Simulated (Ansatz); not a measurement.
Task: a composite energy at a relaxed geometry of C₃H₄, SMILES C#CC, with Ansatz's Python interface. Give the script and its output. Settings (for the species named): r2SCAN, def2-SVP basis, multiplicity 1.

```xyz
7

C    -1.3233   -0.7081   -0.7827
C    -0.4167   -0.2043   -0.2394
C     0.7227    0.3629    0.4253
H    -2.1486   -1.0624   -1.2917
H     1.2653    1.0820   -0.2185
H     0.4624    0.8839    1.3622
H     1.4994   -0.4222    0.6991
```

`composite.py`:
```python
"""A composite energy for C3H4: DFT geometry, MP2 basis limit, coupled-cluster correction."""

import itertools

import ansatz
from ase.data import atomic_numbers, covalent_radii
import numpy as np

BASIS_SET = "def2-SVP"
XC = "r2scan"

GEOMETRY = """
C    -1.32330   -0.70810   -0.78270
C    -0.41670   -0.20430   -0.23940
C     0.72270    0.36290    0.42530
H    -2.14860   -1.06240   -1.29170
H     1.26530    1.08200   -0.21850
H     0.46240    0.88390    1.36220
H     1.49940   -0.42220    0.69910
"""


def main() -> None:
    mol = ansatz.Crystal.molecule()
    for line in GEOMETRY.strip().splitlines():
        symbol, *xyz = line.split()
        mol = mol.atom(symbol, [float(v) for v in xyz])

    base = mol.calculation().basis(gaussian=BASIS_SET).functional(XC)
    symbols = [site.symbol for site in mol.cartesian_sites]
    start = np.array([site.position_ang for site in mol.cartesian_sites], dtype=float)
    rep = base.relax(force_tolerance=0.01).run(threads=1).report
    end = np.array(rep["positions_ang"])
    # pairs closer than 1.2 times the sum of covalent radii, before or after
    radius = [covalent_radii[atomic_numbers[s]] for s in symbols]
    span = lambda where, i, j: np.linalg.norm(where[i] - where[j])
    bonded = [(i, j) for i, j in itertools.combinations(range(len(symbols)), 2) if min(span(start, i, j), span(end, i, j)) < 1.2 * (radius[i] + radius[j])]
    print("pair        before    after (A)")
    for i, j in bonded:
        print(f"{symbols[i]}{i}-{symbols[j]}{j}".ljust(10), f"{span(start, i, j):8.4f} {span(end, i, j):8.4f}")

    minimum = ansatz.Crystal.molecule()
    for symbol, place in zip(symbols, end):
        minimum = minimum.atom(symbol, place.tolist())
    at_minimum = minimum.calculation()
    # MP2 extrapolated to the basis limit, plus the small-basis difference CCSD(T) - MP2
    level = lambda method, basis: at_minimum.basis(gaussian=basis).correlation(method).run(threads=1).report
    small, large, cluster = level("mp2", "cc-pVDZ"), level("mp2", "cc-pVTZ"), level("ccsd_t", "cc-pVDZ")
    corr = lambda each: (each["free_energy_ev"] - each["reference_energy_ev"]) / 27.211386246
    mp2_limit = (27 * corr(large) - 8 * corr(small)) / 19
    pieces = {"HF / cc-pVTZ": large["reference_energy_ev"] / 27.211386246, "MP2 correlation, DZ-TZ limit": mp2_limit, "CCSD(T) - MP2 / cc-pVDZ": corr(cluster) - corr(small)}
    for name, value in pieces.items():
        print(f"{name:32s} {value:14.6f} Ha")
    print(f"{'sum':32s} {sum(pieces.values()):14.6f} Ha")
    print("T1 diagnostic", round(cluster["correlation"]["coupled_cluster"]["t1_diagnostic"], 4))


if __name__ == "__main__":
    main()
```

```console
$ python composite.py
pair        before    after (A)
C0-C1        1.1709   1.2145
C0-H3        1.0323   1.0739
C1-C2        1.4359   1.4531
C2-H4        1.1072   1.1019
C2-H5        1.1032   1.1019
C2-H6        1.1378   1.1019
HF / cc-pVTZ                        -115.906033 Ha
MP2 correlation, DZ-TZ limit          -0.519461 Ha
CCSD(T) - MP2 / cc-pVDZ               -0.045159 Ha
sum                                 -116.470652 Ha
T1 diagnostic 0.0108
```

Reading the output:
- Total energies depend on the basis set; only differences at equal settings carry meaning.
- The sum leaves out core correlation, relativity, the Hartree-Fock basis error and zero-point energy; a DZ-TZ extrapolation is rough.
- Inner cores stay frozen, so this is valence correlation.
- An extrapolation from small basis sets is rough.
- Hardware and time: 16 s on 1 thread of Intel(R) Xeon(R) Platinum 8375C CPU @ 2.90GHz (Ice Lake) (shared host), peak memory 0.28 GiB.

(A comment or docstring line of the script was reworded after the run, the code is as it ran; lines on the test bed's own set-up are left out of the output.)
